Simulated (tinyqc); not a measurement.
Inside a calculation. Method: CIS on RHF in the sto-3g basis, frozen core, for H2O, spin multiplicity 1. Computed by tinyqc, a small Python program that keeps every step (integrals from PySCF). Settings: charge = 0, multiplicity = 1, basis = sto-3g, method = RHF, frozen orbitals = 1, energy threshold = 1e-10, iteration cap = 83, orthogonalisation = canonical, start = atomic densities, DIIS depth = 6. Command: `OMP_NUM_THREADS=1 python tinyqc.py 23199 23200 out.jsonl` (the two numbers bound the seeds that draw the settings). One thread of a shared host (Intel(R) Xeon(R) Processor @ 2.60GHz), about 0.08 s of CPU time with the checks. The early iterations of the SCF are left out here.

## One-electron integrals

Geometry (angstrom):
```
atom        x         y        z
O     0.00000   0.00000  0.00000
H     0.00000   0.94100  0.71900
H     0.00000  -0.94100  0.71900
```

Basis sto-3g: exponents (1/bohr^2) and contraction coefficients of normalised primitives:
```
element  l (shell)   exponent  coefficient
O            s (1)  130.70932      0.15433
O            s (1)   23.80886      0.53533
O            s (1)    6.44361      0.44463
O            s (2)    5.03315     -0.09997
O            s (2)    1.16960      0.39951
O            s (2)    0.38039      0.70012
O            p (3)    5.03315      0.15592
O            p (3)    1.16960      0.60768
O            p (3)    0.38039      0.39196
H            s (1)    3.42525      0.15433
H            s (1)    0.62391      0.53533
H            s (1)    0.16886      0.44463
```

Overlap, kinetic and nuclear-attraction integrals over the contracted functions; the nuclear repulsion is the sum of Za Zb / Rab.

nuclear repulsion = 7.4307273 hartree

overlap S:
```
          1O 1s    1O 2s   1O 2px    1O 2py   1O 2pz    2H 1s     3H 1s
1O 1s   1.00000  0.23670  0.00000   0.00000  0.00000  0.03146   0.03146
1O 2s   0.23670  1.00000  0.00000   0.00000  0.00000  0.33902   0.33902
1O 2px  0.00000  0.00000  1.00000   0.00000  0.00000  0.00000   0.00000
1O 2py  0.00000  0.00000  0.00000   1.00000  0.00000  0.24499  -0.24499
1O 2pz  0.00000  0.00000  0.00000   0.00000  1.00000  0.18719   0.18719
2H 1s   0.03146  0.33902  0.00000   0.24499  0.18719  1.00000   0.14425
3H 1s   0.03146  0.33902  0.00000  -0.24499  0.18719  0.14425   1.00000
```

kinetic energy T (hartree):
```
           1O 1s     1O 2s   1O 2px    1O 2py   1O 2pz     2H 1s     3H 1s
1O 1s   29.00320  -0.16801  0.00000   0.00000  0.00000  -0.00890  -0.00890
1O 2s   -0.16801   0.80813  0.00000   0.00000  0.00000   0.04516   0.04516
1O 2px   0.00000   0.00000  2.52873   0.00000  0.00000   0.00000   0.00000
1O 2py   0.00000   0.00000  0.00000   2.52873  0.00000   0.11194  -0.11194
1O 2pz   0.00000   0.00000  0.00000   0.00000  2.52873   0.08553   0.08553
2H 1s   -0.00890   0.04516  0.00000   0.11194  0.08553   0.76003  -0.00820
3H 1s   -0.00890   0.04516  0.00000  -0.11194  0.08553  -0.00820   0.76003
```

nuclear attraction V (hartree):
```
            1O 1s     1O 2s    1O 2px    1O 2py    1O 2pz     2H 1s     3H 1s
1O 1s   -61.51215  -7.39462   0.00000   0.00000  -0.01231  -1.00515  -1.00515
1O 2s    -7.39462  -9.94305   0.00000   0.00000  -0.15241  -2.53521  -2.53521
1O 2px    0.00000   0.00000  -9.82033   0.00000   0.00000   0.00000   0.00000
1O 2py    0.00000   0.00000   0.00000  -9.91435   0.00000  -1.60315   1.60315
1O 2pz   -0.01231  -0.15241   0.00000   0.00000  -9.87522  -1.26135  -1.26135
2H 1s    -1.00515  -2.53521   0.00000  -1.60315  -1.26135  -5.02930  -0.80875
3H 1s    -1.00515  -2.53521   0.00000   1.60315  -1.26135  -0.80875  -5.02930
```

core Hamiltonian H = T + V (hartree):
```
            1O 1s     1O 2s    1O 2px    1O 2py    1O 2pz     2H 1s     3H 1s
1O 1s   -32.50895  -7.56263   0.00000   0.00000  -0.01231  -1.01404  -1.01404
1O 2s    -7.56263  -9.13492   0.00000   0.00000  -0.15241  -2.49005  -2.49005
1O 2px    0.00000   0.00000  -7.29160   0.00000   0.00000   0.00000   0.00000
1O 2py    0.00000   0.00000   0.00000  -7.38562   0.00000  -1.49121   1.49121
1O 2pz   -0.01231  -0.15241   0.00000   0.00000  -7.34649  -1.17582  -1.17582
2H 1s    -1.01404  -2.49005   0.00000  -1.49121  -1.17582  -4.26927  -0.81696
3H 1s    -1.01404  -2.49005   0.00000   1.49121  -1.17582  -0.81696  -4.26927
```

## Two-electron integrals

Functions are numbered as in S; the eight-fold symmetry (ij|kl) = (ji|kl) = (kl|ij) leaves the list below.

Two-electron integrals (ij|kl) in chemists' order, unique and non-zero (hartree):
```
(11|11) 4.78507    (21|11) 0.74138    (21|21) 0.13687    (22|11) 1.11895
(22|21) 0.25663    (22|22) 0.81721    (31|31) 0.02448    (32|31) 0.03781
(32|32) 0.18052    (33|11) 1.11581    (33|21) 0.25668    (33|22) 0.81702
(33|33) 0.88016    (41|41) 0.02448    (42|41) 0.03781    (42|42) 0.18052
(43|43) 0.04744    (44|11) 1.11581    (44|21) 0.25668    (44|22) 0.81702
(44|33) 0.78527    (44|44) 0.88016    (51|51) 0.02448    (52|51) 0.03781
(52|52) 0.18052    (53|53) 0.04744    (54|54) 0.04744    (55|11) 1.11581
(55|21) 0.25668    (55|22) 0.81702    (55|33) 0.78527    (55|44) 0.78527
(55|55) 0.88016    (61|11) 0.09964    (61|21) 0.01826    (61|22) 0.03408
(61|33) 0.03402    (61|41) 0.00066    (61|42) 0.00124    (61|44) 0.03415
(61|51) 0.00050    (61|52) 0.00095    (61|54) 0.00010    (61|55) 0.03409
(61|61) 0.00247    (62|11) 0.26829    (62|21) 0.06242    (62|22) 0.22330
(62|33) 0.21933    (62|41) 0.00372    (62|42) 0.02970    (62|44) 0.22671
(62|51) 0.00284    (62|52) 0.02269    (62|54) 0.00564    (62|55) 0.22364
(62|61) 0.00851    (62|62) 0.07874    (63|31) 0.00621    (63|32) 0.03730
(63|43) 0.00600    (63|53) 0.00458    (63|63) 0.01063    (64|11) 0.16232
(64|21) 0.03822    (64|22) 0.14601    (64|33) 0.13956    (64|41) 0.00819
(64|42) 0.05545    (64|44) 0.15609    (64|51) 0.00151    (64|52) 0.01387
(64|54) 0.00805    (64|55) 0.14221    (64|61) 0.00541    (64|62) 0.06261
(64|64) 0.05986    (65|11) 0.12403    (65|21) 0.02920    (65|22) 0.11156
(65|33) 0.10663    (65|41) 0.00151    (65|42) 0.01387    (65|44) 0.11010
(65|51) 0.00736    (65|52) 0.04789    (65|54) 0.00865    (65|55) 0.11782
(65|61) 0.00414    (65|62) 0.04784    (65|64) 0.03762    (65|65) 0.03937
(66|11) 0.43996    (66|21) 0.10399    (66|22) 0.42867    (66|33) 0.41240
(66|41) 0.00729    (66|42) 0.08229    (66|44) 0.44289    (66|51) 0.00557
(66|52) 0.06288    (66|54) 0.02330    (66|55) 0.43020    (66|61) 0.01426
(66|62) 0.19951    (66|64) 0.18114    (66|65) 0.13841    (66|66) 0.77461
(71|11) 0.09964    (71|21) 0.01826    (71|22) 0.03408    (71|33) 0.03402
(71|41) -0.00066   (71|42) -0.00124   (71|44) 0.03415    (71|51) 0.00050
(71|52) 0.00095    (71|54) -0.00010   (71|55) 0.03409    (71|61) 0.00243
(71|62) 0.00824    (71|64) 0.00484    (71|65) 0.00401    (71|66) 0.01371
(71|71) 0.00247    (72|11) 0.26829    (72|21) 0.06242    (72|22) 0.22330
(72|33) 0.21933    (72|41) -0.00372   (72|42) -0.02970   (72|44) 0.22671
(72|51) 0.00284    (72|52) 0.02269    (72|54) -0.00564   (72|55) 0.22364
(72|61) 0.00824    (72|62) 0.06178    (72|64) 0.03435    (72|65) 0.03643
(72|66) 0.12505    (72|71) 0.00851    (72|72) 0.07874    (73|31) 0.00621
(73|32) 0.03730    (73|43) -0.00600   (73|53) 0.00458    (73|63) 0.00801
(73|73) 0.01063    (74|11) -0.16232   (74|21) -0.03822   (74|22) -0.14601
(74|33) -0.13956   (74|41) 0.00819    (74|42) 0.05545    (74|44) -0.15609
(74|51) -0.00151   (74|52) -0.01387   (74|54) 0.00805    (74|55) -0.14221
(74|61) -0.00484   (74|62) -0.03435   (74|64) -0.01157   (74|65) -0.01989
(74|66) -0.06434   (74|71) -0.00541   (74|72) -0.06261   (74|74) 0.05986
(75|11) 0.12403    (75|21) 0.02920    (75|22) 0.11156    (75|33) 0.10663
(75|41) -0.00151   (75|42) -0.01387   (75|44) 0.11010    (75|51) 0.00736
(75|52) 0.04789    (75|54) -0.00865   (75|55) 0.11782    (75|61) 0.00401
(75|62) 0.03643    (75|64) 0.01989    (75|65) 0.02917    (75|66) 0.08012
(75|71) 0.00414    (75|72) 0.04784    (75|74) -0.03762   (75|75) 0.03937
(76|11) 0.08032    (76|21) 0.01887    (76|22) 0.07371    (76|33) 0.07196
(76|44) 0.07343    (76|51) 0.00132    (76|52) 0.01276    (76|55) 0.07565
(76|61) 0.00254    (76|62) 0.02593    (76|64) 0.01802    (76|65) 0.01774
(76|66) 0.06969    (76|71) 0.00254    (76|72) 0.02593    (76|74) -0.01802
(76|75) 0.01774    (76|76) 0.01094    (77|11) 0.43996    (77|21) 0.10399
(77|22) 0.42867    (77|33) 0.41240    (77|41) -0.00729   (77|42) -0.08229
(77|44) 0.44289    (77|51) 0.00557    (77|52) 0.06288    (77|54) -0.02330
(77|55) 0.43020    (77|61) 0.01371    (77|62) 0.12505    (77|64) 0.06434
(77|65) 0.08012    (77|66) 0.27971    (77|71) 0.01426    (77|72) 0.19951
(77|74) -0.18114   (77|75) 0.13841    (77|76) 0.06969    (77|77) 0.77461
```

## Orthogonalisation

S = U s U^T; canonical form X = U s^(-1/2), so that X^T S X = 1. Each column of U has its largest component positive (the first on a tie).

eigenvalues of S: 0.48524  0.57398  0.88767  1.00000  1.10136  1.28177  1.66998

X:
```
               1         2         3        4         5         6        7
1O 1s   -0.37659   0.00000   0.71416  0.00000  -0.61162   0.00000  0.19948
1O 2s    0.98226   0.00000  -0.28520  0.00000  -0.30648   0.00000  0.46182
1O 2px   0.00000   0.00000   0.00000  1.00000   0.00000   0.00000  0.00000
1O 2py   0.00000   0.83282   0.00000  0.00000   0.00000   0.68526  0.00000
1O 2pz   0.44674   0.00000   0.67345  0.00000   0.61944   0.00000  0.21608
2H 1s   -0.61424  -0.72410  -0.20206  0.00000   0.16770   0.39407  0.38669
3H 1s   -0.61424   0.72410  -0.20206  0.00000   0.16770  -0.39407  0.38669
```

## Iteration 8 (converged): orbitals

converged F (hartree):
```
            1O 1s     1O 2s    1O 2px    1O 2py    1O 2pz     2H 1s     3H 1s
1O 1s   -20.26620  -5.16475   0.00000   0.00000  -0.02331  -0.70029  -0.70029
1O 2s    -5.16475  -2.39716   0.00000   0.00000  -0.05111  -0.69201  -0.69201
1O 2px    0.00000   0.00000  -0.38796   0.00000   0.00000   0.00000   0.00000
1O 2py    0.00000   0.00000   0.00000  -0.19810   0.00000  -0.33646   0.33646
1O 2pz   -0.02331  -0.05111   0.00000   0.00000  -0.24078  -0.29725  -0.29725
2H 1s    -0.70029  -0.69201   0.00000  -0.33646  -0.29725  -0.34800  -0.18913
3H 1s    -0.70029  -0.69201   0.00000   0.33646  -0.29725  -0.18913  -0.34800
```

Diagonalise F' = X^T F X, C = X C', fill 5 alpha and 5 beta electrons from the bottom; D = 2 C_occ C_occ^T. Each column has its largest component positive (the first on a tie).

F' = X^T F X (hartree):
```
          1        2         3         4         5         6         7
1  -0.50805  0.00000   2.54939   0.00000  -2.15245   0.00000   0.75032
2   0.00000  0.50760   0.00000   0.00000   0.00000   0.09067   0.00000
3   2.54939  0.00000  -8.17664   0.00000   8.47394   0.00000  -4.12892
4   0.00000  0.00000   0.00000  -0.38796   0.00000   0.00000   0.00000
5  -2.15245  0.00000   8.47394   0.00000  -9.52218   0.00000   4.65083
6   0.00000  0.09067   0.00000   0.00000   0.00000  -0.50580   0.00000
7   0.75032  0.00000  -4.12892   0.00000   4.65083   0.00000  -3.26308
```

orbital energies (hartree): MO1 -20.27425, MO2 -1.18517, MO3 -0.51385, MO4 -0.42222, MO5 -0.38796, MO6 0.41170, MO7 0.51565

coefficients C:
```
             MO1       MO2       MO3       MO4      MO5       MO6       MO7
1O 1s    0.99457  -0.24315   0.00000   0.08586  0.00000  -0.10023   0.00000
1O 2s    0.02310   0.91355   0.00000  -0.43565  0.00000   0.57314   0.00000
1O 2px   0.00000   0.00000   0.00000   0.00000  1.00000   0.00000   0.00000
1O 2py   0.00000   0.00000   0.60894   0.00000  0.00000   0.00000   0.89014
1O 2pz   0.00260   0.06465   0.00000   0.73801  0.00000   0.73121   0.00000
2H 1s   -0.00396   0.13282   0.45655   0.35324  0.00000  -0.67330  -0.68642
3H 1s   -0.00396   0.13282  -0.45655   0.35324  0.00000  -0.67330   0.68642
```

D after iteration 8:
```
           1O 1s     1O 2s   1O 2px    1O 2py    1O 2pz     2H 1s     3H 1s
1O 1s    2.11135  -0.47313  0.00000   0.00000   0.10047  -0.01181  -0.01181
1O 2s   -0.47313   2.04978  0.00000   0.00000  -0.52479  -0.06528  -0.06528
1O 2px   0.00000   0.00000  2.00000   0.00000   0.00000   0.00000   0.00000
1O 2py   0.00000   0.00000  0.00000   0.74162   0.00000   0.55603  -0.55603
1O 2pz   0.10047  -0.52479  0.00000   0.00000   1.09768   0.53855   0.53855
2H 1s   -0.01181  -0.06528  0.00000   0.55603   0.53855   0.70176  -0.13200
3H 1s   -0.01181  -0.06528  0.00000  -0.55603   0.53855  -0.13200   0.70176
```

## Convergence

Stop when the energy changes by less than 1e-10 hartree and every element of the error matrix X^T (F D S - S D F) X is below 3e-06.

Course of the cycle:
```
iteration  E (hartree)     change  largest element of the error matrix
1          -75.0170718          -                             9.34e-01
2          -74.8471714   1.70e-01                             2.90e-01
3          -74.9011173  -5.39e-02                             4.83e-02
4          -74.9030885  -1.97e-03                             6.42e-03
5          -74.9031192  -3.07e-05                             3.06e-04
6          -74.9031193  -8.44e-08                             1.06e-04
7          -74.9031193  -2.67e-08                             5.26e-07
8          -74.9031193  -1.05e-12                             3.42e-09
```

PySCF RHF in the same basis = -74.9031193 hartree

Converged in 8 iterations.

## Integrals over molecular orbitals

(pq|rs) = sum C_ip C_jq C_kr C_ls (ij|kl), one index at a time.

one-electron integrals over orbitals h = C^T H C (hartree):
```
           1         2         3         4         5         6         7
1  -32.49277   0.57554   0.00000  -0.19023   0.00000   0.23052   0.00000
2    0.57554  -7.53170   0.00000   0.54375   0.00000  -1.11856   0.00000
3    0.00000   0.00000  -5.83617   0.00000   0.00000   0.00000  -1.80494
4   -0.19023   0.54375   0.00000  -6.39816   0.00000  -1.42143   0.00000
5    0.00000   0.00000   0.00000   0.00000  -7.29160   0.00000   0.00000
6    0.23052  -1.11856   0.00000  -1.42143   0.00000  -5.23839   0.00000
7    0.00000   0.00000  -1.80494   0.00000   0.00000   0.00000  -5.46071
```

Two-electron integrals over orbitals (pq|rs), unique and non-zero (hartree); the lowest 1 orbital is frozen and left out:
```
(22|22) 0.72713    (32|32) 0.12357    (33|22) 0.60084    (33|33) 0.57454
(42|22) -0.03490   (42|33) 0.00307    (42|42) 0.12973    (43|32) 0.03020
(43|43) 0.05996    (44|22) 0.65257    (44|33) 0.55038    (44|42) -0.08644
(44|44) 0.66964    (52|52) 0.15362    (53|53) 0.02535    (54|52) -0.04143
(54|54) 0.04467    (55|22) 0.75989    (55|33) 0.58830    (55|42) -0.08133
(55|44) 0.67298    (55|55) 0.88016    (62|22) 0.12341    (62|33) 0.06057
(62|42) 0.03889    (62|44) 0.05378    (62|55) 0.13144    (62|62) 0.09135
(63|32) -0.03615   (63|43) -0.04253   (63|63) 0.07776    (64|22) 0.14333
(64|33) 0.05056    (64|42) -0.05259   (64|44) 0.13336    (64|55) 0.16385
(64|62) 0.05816    (64|64) 0.11018    (65|52) 0.04745    (65|54) 0.00861
(65|65) 0.03254    (66|22) 0.58218    (66|33) 0.53587    (66|42) 0.04277
(66|44) 0.53791    (66|55) 0.56976    (66|62) 0.08718    (66|64) 0.05702
(66|66) 0.56908    (72|32) 0.06053    (72|43) -0.02720   (72|63) 0.02670
(72|72) 0.07124    (73|22) 0.17733    (73|33) 0.08817    (73|42) -0.07549
(73|44) 0.13569    (73|55) 0.20904    (73|62) 0.06357    (73|64) 0.11063
(73|66) 0.04729    (73|73) 0.16334    (74|32) -0.06853   (74|43) -0.02033
(74|63) 0.05927    (74|72) -0.01722   (74|74) 0.07155    (75|53) 0.02394
(75|75) 0.02541    (76|32) 0.07964    (76|43) 0.06807    (76|63) -0.06823
(76|72) -0.00140   (76|74) -0.06118   (76|76) 0.11129    (77|22) 0.60188
(77|33) 0.56842    (77|42) -0.01995   (77|44) 0.56512    (77|55) 0.60194
(77|62) 0.05720    (77|64) 0.05611    (77|66) 0.53930    (77|73) 0.09826
(77|77) 0.58480
```

## CIS matrix, singlets

A(ia,jb) = (e_a - e_i) d_ij d_ab + 2 (ia|jb) - (ij|ab).

CIS matrix A, singlet (hartree):
```
         2>6       2>7       3>6      3>7      4>6       4>7      5>6      5>7
2>6  1.19738   0.00000   0.00000  0.04751  0.07354   0.00000  0.00000  0.00000
2>7  0.00000   1.24142  -0.02623  0.00000  0.00000  -0.01450  0.00000  0.00000
3>6  0.00000  -0.02623   0.54519  0.00000  0.00000   0.05047  0.00000  0.00000
3>7  0.04751   0.00000   0.00000  0.78776  0.15319   0.00000  0.00000  0.00000
4>6  0.07354   0.00000   0.00000  0.15319  0.51638   0.00000  0.00000  0.00000
4>7  0.00000  -0.01450   0.05047  0.00000  0.00000   0.51586  0.00000  0.00000
5>6  0.00000   0.00000   0.00000  0.00000  0.00000   0.00000  0.29498  0.00000
5>7  0.00000   0.00000   0.00000  0.00000  0.00000   0.00000  0.00000  0.35249
```

## CIS singlet states

dipole integrals <i|r|a> (bohr):
```
           x         y         z
2>6  0.00000   0.00000  -0.00269
2>7  0.00000  -0.03905   0.00000
3>6  0.00000  -0.98092   0.00000
3>7  0.00000   0.00000  -0.73203
4>6  0.00000   0.00000  -0.64295
4>7  0.00000  -0.84894   0.00000
5>6  0.06703   0.00000   0.00000
5>7  0.00000   0.00000   0.00000
```

Diagonalise A (1 hartree = 27.211386 eV); each vector has its largest component positive (the first on a tie). The transition dipole is mu = sqrt2 sum c_ia <i|r|a>.

singlet excitation energies (eV): 8.02676  9.59163  12.09185  13.00556  15.83022  22.90545  33.07245  33.81783

lowest vectors:
```
     state 1  state 2   state 3   state 4  state 5   state 6
2>6  0.00000  0.00000  -0.06415   0.00000  0.00000  -0.19928
2>7  0.00000  0.00000   0.00000  -0.00550  0.04494   0.00000
3>6  0.00000  0.00000   0.00000  -0.60165  0.79780   0.00000
3>7  0.00000  0.00000  -0.39915   0.00000  0.00000   0.90319
4>6  0.00000  0.00000   0.91464   0.00000  0.00000   0.38018
4>7  0.00000  0.00000   0.00000   0.79874  0.60125   0.00000
5>6  1.00000  0.00000   0.00000   0.00000  0.00000   0.00000
5>7  0.00000  1.00000   0.00000   0.00000  0.00000   0.00000
```

oscillator strengths 2/3 w |mu|^2: 0.00177  0.00000  0.05181  0.00490  1.30032  0.91937

## CIS matrix, triplets

A(ia,jb) = (e_a - e_i) d_ij d_ab - (ij|ab).

CIS matrix A, triplet (hartree):
```
          2>6       2>7       3>6       3>7       4>6       4>7      5>6      5>7
2>6   1.01469   0.00000   0.00000  -0.07964  -0.04277   0.00000  0.00000  0.00000
2>7   0.00000   1.09895  -0.07964   0.00000   0.00000   0.01995  0.00000  0.00000
3>6   0.00000  -0.07964   0.38967   0.00000   0.00000  -0.06807  0.00000  0.00000
3>7  -0.07964   0.00000   0.00000   0.46109  -0.06807   0.00000  0.00000  0.00000
4>6  -0.04277   0.00000   0.00000  -0.06807   0.29601   0.00000  0.00000  0.00000
4>7   0.00000   0.01995  -0.06807   0.00000   0.00000   0.37276  0.00000  0.00000
5>6   0.00000   0.00000   0.00000   0.00000   0.00000   0.00000  0.22990  0.00000
5>7   0.00000   0.00000   0.00000   0.00000   0.00000   0.00000  0.00000  0.30167
```

## CIS triplet states

Diagonalise A (1 hartree = 27.211386 eV); each vector has its largest component positive (the first on a tie).

triplet excitation energies (eV): 6.25581  7.22206  8.20886  8.45508  12.02351  13.03343  27.95728  30.17210

lowest vectors:
```
     state 1  state 2  state 3  state 4   state 5   state 6
2>6  0.00000  0.09127  0.00000  0.00000   0.00000   0.10781
2>7  0.00000  0.00000  0.00000  0.05028   0.10840   0.00000
3>6  0.00000  0.00000  0.00000  0.68076   0.72366   0.00000
3>7  0.00000  0.36011  0.00000  0.00000   0.00000   0.92327
4>6  0.00000  0.92843  0.00000  0.00000   0.00000  -0.36871
4>7  0.00000  0.00000  0.00000  0.73078  -0.68159   0.00000
5>6  1.00000  0.00000  0.00000  0.00000   0.00000   0.00000
5>7  0.00000  0.00000  1.00000  0.00000   0.00000   0.00000
```
